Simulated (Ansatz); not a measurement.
## Ansatz (development build ahead of 0.2.0) run

```yaml
crystal:
  periodic: [false, false, false]
  atoms:
    - { symbol: "N", position_ang: [0.0, 0.0, -0.49317] }
    - { symbol: O, position_ang: [0.0, 1.1461, 0.21576] }
    - { symbol: O, position_ang: [0.0, -1.1461, 0.21576] }
basis:
  gaussian: { orbitals: cc-pVTZ }
total_charge: -1
hamiltonian:
  xc: hf
```

The input is written out in the form of the current development build from the run's settings.

Results

```yaml
Converged: yes
Total_energy: -204.11442 hartree
Spin_squared_of_the_determinant: 0.000
```

Caution: no diffuse functions for an anion.
